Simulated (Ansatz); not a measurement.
## Rock-salt TiC

Level of theory: BLYP (PAW; Ansatz, a quantum-chemistry and plane-wave program).

Numerical settings: plane-wave cutoff 520 eV, 22×22×22 k mesh, Fermi–Dirac smearing 0.05 eV, no spin polarisation, scalar-relativistic PAW data made under PBE.

Cell: relaxed at this level.

```yaml
volume_per_atom: 10.50 Å³/atom
bulk modulus B0: 232 GPa
equilibrium_lattice_constant_a: 4.380 Å
band_gap: none
pressure derivative B′ of the bulk modulus: 4.1
```

Measured, for comparison: equilibrium volume per atom 10.15 Å³/atom, lattice constant a 4.33 Å (temperature not stated, not corrected to a static lattice; as tabulated in Zhang et al. (2018), doi:10.1088/1367-2630/aac7f0); bulk modulus 240 GPa (temperature not stated, not corrected to a static lattice, our sources range from 235 to 268; as tabulated in Krasnenko and Brik (2013), arXiv:1306.3139). Computed (rounded) less measured: equilibrium volume per atom +3.4 %, bulk modulus not scored (sources differ), lattice constant a +1.2 %.

Computed values are for the static lattice.

It cost about 120 core-seconds (a rough figure) of CPU time.
